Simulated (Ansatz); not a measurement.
```yaml
crystal:
  periodic: [false, false, false]
  atoms:
    - {symbol: Hf, position_ang: [-0.346194, -0.087599, -0.000293]}
    - {symbol: C, position_ang: [1.801306, 0.042215, 0.002982]}
    - {symbol: O, position_ang: [2.509916, 0.945567, 0.001026]}
basis:
  gaussian: {orbitals: def2-TZVP}
total_charge: 1
magnetization: {spin_polarized: true, initial_magnetization: 3}
hamiltonian: {xc: pbe0}
relax: {f_tol: 0.004, max_steps: 80}
```

```sh
$ ansatz run in.yaml --threads 1 --pin off --events-out ev --progress --plain --max-ram 2176MiB
```

Steps of the relaxation (energy above the last step; positions in Å, forces in eV/Å):

```
3
step 1, 625.6 meV
Hf   -0.346   -0.088    0.000   -0.269   -0.630    0.002
C     1.801    0.042    0.003   -0.020    2.121   -0.008
O     2.510    0.946    0.001    0.288   -1.492    0.006
```

```
3
step 2, 369.4 meV
Hf   -0.440   -0.186    0.000    0.953   -0.140    0.002
C     1.714    0.202    0.002    3.320    3.815   -0.008
O     2.691    0.885    0.002   -4.273   -3.676    0.006
```

```
3
step 3, 58.9 meV
Hf   -0.375   -0.199    0.000   -0.113   -0.256    0.001
C     1.668    0.286    0.002   -0.227    0.544   -0.002
O     2.672    0.813    0.002    0.340   -0.288    0.002
```

```
3
step 6, 0.0 meV
Hf   -0.377   -0.243    0.000    0.000    0.000    0.000
C     1.631    0.399    0.001    0.001    0.000    0.000
O     2.712    0.745    0.002   -0.001    0.000    0.000
```

Close pairs at the end: C2–O3 1.135 Å, Hf1–C2 2.108 Å, Hf1–O3 3.243 Å.

A stationary point of unrestricted PBE0 after 6 steps, with ⟨S²⟩ = 3.755 against 3.75 for a pure state; no frequencies were run, so it isn't proven a minimum. 64 s on 1 thread of Intel Xeon Platinum 8488C, shared host.
